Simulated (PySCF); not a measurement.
**MgH₂SCl+, an ion with solvent molecules: interaction energy**

Aim: the interaction energy of `[Mg+][Cl]` with `S`.

Computed with PySCF 2.14.0; each step states its level. No surroundings beyond the atoms listed, unless a continuum is named. Atoms count from 0, parts from 1.

## 1. The system as given

5 atoms, charge 1, multiplicity 1; geometry: GFN2-xTB. Parts: 1 = atoms 0–1, `[Mg+][Cl]`, charge 1; 2 = atoms 2–4, `S`, charge 0.

## 2. Geometry optimisation at PBE0-D3(BJ)/def2-SVPD

Job settings and geometry (Å):

```
{"job": {"xc": "PBE0", "basis": "def2-SVPD", "d3": "d3bj", "grid": 2, "kind": "geom", "shake": 0.01}, "charge": 1, "multiplicity": 1, "parts": [{"atoms": "0-1", "charge": 1, "multiplicity": 1}, {"atoms": "2-4", "charge": 0, "multiplicity": 1}]}
Mg    -0.093015    -0.523003    -0.729026
Cl    -0.202396     0.523679     1.077702
S      0.548122    -0.388624    -3.272235
H     -0.526852    -0.857807    -3.821199
H      1.193956    -1.574584    -3.388209
```

The run is started by

```console
$ OMP_NUM_THREADS=1 python cluster_run.py task.json out
```

This one command runs all jobs of the session in turn.

**Question.** The jobs that follow are: CCSD(T)/aug-cc-pVDZ and MP2/aug-cc-pVTZ counterpoise interaction energy, frozen core, gas phase. Predict: rotational constants (main isotopes); interaction energy, CCSD(T) limit estimate; MP2/aug-cc-pVTZ; T1 diagnostic.

The runs gave:

| quantity | value |
| --- | --- |
| rotational constants (main isotopes) | 139.75, 1.33, 1.32 GHz |
| interaction energy, CCSD(T) limit estimate | -41.25 kcal/mol |
| MP2/aug-cc-pVTZ | -41.32 kcal/mol |
| T1 diagnostic | 0.0091 |

In words: The optimisation took 9 steps and gained 0.194 eV; among the bonds of the start, Mg0–S2 changed most, from 2.626 to 2.522 Å. No frequency check was run at this level, so the end point may be a saddle. The interaction energy leaves out the deformation of the parts, 0.46 kcal/mol; with it the binding is about -40.79 kcal/mol. The estimate adds CCSD(T) less MP2 in the small basis (+0.34 kcal/mol) to extrapolated MP2. Hartree-Fock gives -41.73 against -41.25 kcal/mol, so correlation weakens the interaction of the frozen parts.
